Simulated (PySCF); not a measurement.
Protons, H atoms and electrons added to or taken from OC=O. Isolated molecules, 0 K electronic values unless said otherwise. One relaxed conformer stands for each flexible species; it need not be the lowest. Strings in code marks are SMILES.

Calculation: PySCF with PBE-D3(BJ)/def2-TZVP // PBE0-D4/def2-TZVP. Delta-SCF ions had no search for a lower state. Excitations are Tamm–Dancoff values on a coarser integration grid. The basis has no diffuse functions, so Rydberg states are missing or too high.

| species | LUMO (eV) | vertical ionisation energy (Delta-SCF) (eV) | brightest of the four lowest singlets (TDA) (eV) | S1 excitation (TDA) (eV) | S1–T1 gap (TDA) (eV) |
|---|---|---|---|---|---|
| neutral parent (`OC=O` (O–C–O–H torsion 0°)) | -1.28 | ? | 8.58 | ? | 0.60 |
| proton added at O1 (`[H]/[O+]=C\O` (H–O–C–O torsion 0°)) | -9.35 | 20.89 | 9.32 | 7.66 | 1.26 |
| proton added at O3 (`O=C[OH2+]` (not the most basic site; O–C–O–H torsion 12°)) | -8.90 | 19.61 | ? | 6.57 | 0.72 |
| H atom removed from C2 (`[C](O)=O` (O–C–O–H torsion 0°)) | – | – | – | – | – |
| H atom removed from O3 (`C([O])=O`) | – | – | – | – | – |

Question: What belongs in the gaps?

Answer: 
- neutral parent (`OC=O` (O–C–O–H torsion 0°)), vertical ionisation energy (Delta-SCF) (eV): 11.27
- neutral parent (`OC=O` (O–C–O–H torsion 0°)), S1 excitation (TDA) (eV): 5.80
- proton added at O3 (`O=C[OH2+]` (not the most basic site; O–C–O–H torsion 12°)), brightest of the four lowest singlets (TDA) (eV): 9.01
